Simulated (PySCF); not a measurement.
Bonds broken one at a time in the series Al Cl-NH2. Gas-phase values, no solvent. Strings in code marks are SMILES.

The dipole moment from two functionals at the same geometries (r2SCAN-D4/def2-TZVP), both in PySCF: PBE-D3(BJ)/def2-TZVP and r2SCAN-D4/def2-TZVP. 

```json
[
 {"species": "whole molecule (`[Cl][Al]([Cl])[Cl]`)", "PBE-D3(BJ)/def2-TZVP (D)": "0.00"},
 {"species": "radical fragment (`[Cl]`)", "PBE-D3(BJ)/def2-TZVP (D)": "0.00"},
 {"species": "radical fragment (`[Al]([Cl])[Cl]`)", "PBE-D3(BJ)/def2-TZVP (D)": "1.33"},
 {"species": "whole molecule (`[Al]([Cl])([Cl])[NH2]`)", "PBE-D3(BJ)/def2-TZVP (D)": "2.33"},
 {"species": "radical fragment (`[NH2]`)", "PBE-D3(BJ)/def2-TZVP (D)": "1.91"},
 {"species": "whole molecule (`[NH2][Al]([NH2])[NH2]`)", "PBE-D3(BJ)/def2-TZVP (D)": "0.00"}
]
```

What does r2SCAN-D4/def2-TZVP give for each?


- whole molecule (`[Cl][Al]([Cl])[Cl]`): 0.00
- radical fragment (`[Cl]`): 0.00
- radical fragment (`[Al]([Cl])[Cl]`): 1.43
- whole molecule (`[Al]([Cl])([Cl])[NH2]`): 2.36
- radical fragment (`[NH2]`): 1.95
- whole molecule (`[NH2][Al]([NH2])[NH2]`): 0.00
Over these rows, drawn at random from the members with no instability flagged (it was tested for open shells, ions and some series alone), PBE minus r2SCAN-D4: mean -0.03 D, from -0.11 D to 0.00 D.
